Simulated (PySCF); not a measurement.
Which level of theory gave which numbers?

Compound: 3-methoxypropionitrile, C4H7NO.
Structure used (PBE0-D3(BJ)/def2-SVP), in Å, numbered top down from 1:
```
atom  x, y, z in Å
C1     2.2210    0.1149    0.4787
O2     1.0022   -0.3576   -0.0083
C3    -0.0759    0.4705    0.2855
C4    -1.3185   -0.1881   -0.2983
C5    -2.5231    0.5988   -0.0822
N6    -3.4694    1.2391    0.0994
H7     2.2129    0.2205    1.5810
H8     2.4877    1.0975    0.0429
H9     2.9958   -0.6127    0.2022
H10   -0.1972    0.6053    1.3797
H11    0.0563    1.4819   -0.1498
H12   -1.1730   -0.3418   -1.3792
H13   -1.4501   -1.1842    0.1525
```

The closed-shell ground state was solved 5 times with PySCF (density fitting, gas phase), always with PBE0, in these basis sets: 6-31+G*, aug-cc-pVDZ, def2-SVP, def2-SVPD and def2-TZVP.

```json
{"row": "P", "total energy (Eh)": "-286.3536", "HOMO (eV)": "-8.05", "LUMO (eV)": "0.60", "dipole (D)": "3.95"}
{"row": "Q", "total energy (Eh)": "-286.0503", "HOMO (eV)": "-8.10", "LUMO (eV)": "0.34", "dipole (D)": "3.91"}
{"row": "R", "total energy (Eh)": "-286.0325", "HOMO (eV)": "-7.88", "LUMO (eV)": "0.93", "dipole (D)": "3.76"}
{"row": "S", "total energy (Eh)": "-286.2813", "HOMO (eV)": "-8.04", "LUMO (eV)": "-0.26", "dipole (D)": "3.95"}
{"row": "T", "total energy (Eh)": "-286.2502", "HOMO (eV)": "-8.05", "LUMO (eV)": "0.18", "dipole (D)": "3.92"}
```

**Question.** Which basis belongs to which row?

**Answer.** P = def2-TZVP, Q = def2-SVPD, R = def2-SVP, S = aug-cc-pVDZ, T = 6-31+G*. From the lowest total energy up: def2-TZVP (228 functions) 0 eV; aug-cc-pVDZ (201 functions) +1.97 eV; 6-31+G* (122 functions) +2.81 eV; def2-SVPD (179 functions) +8.25 eV; def2-SVP (119 functions) +8.74 eV.

One conformer stands for the species.
